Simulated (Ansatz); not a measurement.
For HfO₂ (P2₁/c, No. 14), LDA (Ansatz, a quantum-chemistry and plane-wave program, PAW) gives:

```
Property                        Value
---------------------  --------------
volume per atom         11.12 Å³/atom
enthalpy of formation  -3.868 eV/atom
```

What does r²SCAN-D4 (plane waves, PAW; Ansatz) give for the same quantities?


- equilibrium volume per atom: 11.47 Å³/atom (goes up by 3.1 %)
- formation enthalpy: -3.853 eV/atom (moves by +0.015 eV/atom)

Changes are worked out from the printed values.

Unless a cell is named, each level is at its own relaxed cell (LDA 11.12, r²SCAN-D4 11.47 Å³/atom).

Levels without +SOC leave out spin–orbit coupling, which shifts energies and cells of such heavy elements.

Caveats: the relaxation could not lower the start's symmetry, so the cell can be a saddle point above a distorted one (LDA, r²SCAN-D4). Ansatz's density-functional and Hartree–Fock values are scalar-relativistic unless marked +SOC, with PAW data made under PBE.
